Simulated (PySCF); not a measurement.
Input of a run (PBE0-D3(BJ)/def2-SVP geometry optimisation, gas phase (PySCF 2.14.0)), started from GFN2-xTB:
```
{"job": {"xc": "PBE0", "basis": "def2-SVP", "d3": "d3bj", "grid": 2, "kind": "geom"}, "charge": 0, "multiplicity": 1}
C      2.581073    -0.236341    -0.466122
C      1.372233    -0.126879     0.453768
C      0.062935    -0.176241    -0.329563
C     -1.167641    -0.027463     0.557997
C     -2.462779    -0.257855    -0.204502
S     -1.200666     1.623245     1.364565
H      3.501760    -0.221273     0.111813
H      2.604181     0.594210    -1.168309
H      2.547327    -1.163395    -1.034935
H      1.423824     0.809152     1.013709
H      1.388050    -0.946516     1.175957
H      0.059472     0.614675    -1.085170
H     -0.008117    -1.134059    -0.852730
H     -1.103302    -0.716816     1.404076
H     -3.320710    -0.104078     0.445830
H     -2.495249    -1.277202    -0.584968
H     -2.537561     0.429350    -1.045958
H     -1.253589     2.323804     0.232884
```

Output (energies in Eh, forces in Eh/bohr):
```
step   0  E = -595.31769541  max force = 0.018992
step   1  E = -595.31979897  max force = 0.003203
step   2  E = -595.31985711  max force = 0.000527
step   3  E = -595.31986186  max force = 0.000218
optimisation converged
```

Q: Summarise the run.

A: The energy falls by 1.4 kcal/mol over 4 energy and gradient evaluations, the largest force component goes from 0.0190 to 2.2e-04 Eh/bohr, and the atoms move by 0.038 Å rms after alignment. The bond that changes most is S6–H18 (thiol sulfur to S–H hydrogen), which lengthens by 0.020 Å. Bonds longer at the end by more than 0.005 Å: 12 of 17; shorter: 1. Among the angles that change most is C2–C3–C4, from 113.0° to 115.2°. The energy never rose by more than 1e-6 Eh on the way. The first step brought 97 % of the lowering.

Q: What are the final bond lengths?

A: C1–C2 1.520 Å, C2–C3 1.521 Å, C3–C4 1.526 Å, C4–C5 1.520 Å, C4–S6 1.834 Å, C1–H7 1.100 Å, C1–H8 1.102 Å, C1–H9 1.102 Å, C2–H10 1.102 Å, C2–H11 1.105 Å, C3–H12 1.106 Å, C3–H13 1.106 Å, C4–H14 1.104 Å, C5–H15 1.099 Å, C5–H16 1.102 Å, C5–H17 1.102 Å, S6–H18 1.352 Å. Numbering counts from 1 in the input's order; the species is 2-pentanethiol (`CCC[C@H](C)S`).

The run used 148 basis functions and 28 SCF cycles in all.

Not checked by PBE0-D3(BJ)/def2-SVP frequencies. One conformer, not necessarily the lowest.

Shape of the structure used: `[CH3:1][CH2:2][CH2:3][C@H:4]([CH3:5])[SH:6]`: C1–C2–C3–C4 -178°, C2–C3–C4–C5 -171°, H–S6–C4–C3 65°.
